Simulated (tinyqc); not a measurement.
Stretching all distances: RHF, UHF, MP2, CISD and CCSD against full CI in the sto-6g basis, for H2F+, spin multiplicity 1. Computed by the program tinyqc with PySCF. 

Geometry (angstrom):
```
atom       x        y       z
F     0.0000   0.0000  0.0000
H     0.0000   0.7810  0.4150
H     0.0000  -0.8270  0.4390
```

All coordinates are multiplied by the scale. c0^2 is the weight of the RHF determinant in the lowest singlet FCI state (UHF is spin-contaminated and may lie near states of higher spin) and n(LUMO) the first natural occupation beyond the occupied space.

Full CI energy (hartree) and errors against it (kcal/mol):
```
scale   distance 1-2 (angstrom)      E(FCI)       RHF      UHF      MP2    CISD    CCSD  <S^2> UHF    c0^2  n(LUMO)
0.8700                   0.7694  -99.704716   16.4665  16.4665   3.6039  0.1332  0.0851     0.0000  0.9904   0.0103
1.0700                   0.9463  -99.822402   24.8532  24.8532   6.2357  0.3572  0.2295     0.0000  0.9795   0.0211
1.2700                   1.1232  -99.789085   36.1869  36.1869  10.0518  0.8655  0.5817     0.0000  0.9575   0.0413
1.4700                   1.3001  -99.713159   50.8386  50.8386  15.1711  1.8360  1.3164     0.0000  0.9162   0.0761
1.6700                   1.4770  -99.633582   68.5419  55.2477  21.3854  3.3253  2.5296     0.7529  0.8476   0.1312
1.8700                   1.6539  -99.565046   88.1734  42.5792  28.3436  5.0487  3.9833     1.1322  0.7449   0.2080
2.0700                   1.8307  -99.511657  107.5866  29.2997  36.3930  5.9600  4.8834     1.2745  0.5955   0.2992
```

UHF parts from RHF first at scale 1.67 of those listed, where <S^2> leaves zero. The weight c0^2 goes from 0.99 to 0.60 and n(LUMO) from 0.01 to 0.30: static correlation grows as the bonds break into open-shell fragments. The spread of the error along the curve, which distorts its shape, is CCSD 4.8, CISD 5.8, MP2 32.8, UHF 38.8, RHF 91.1 kcal/mol.
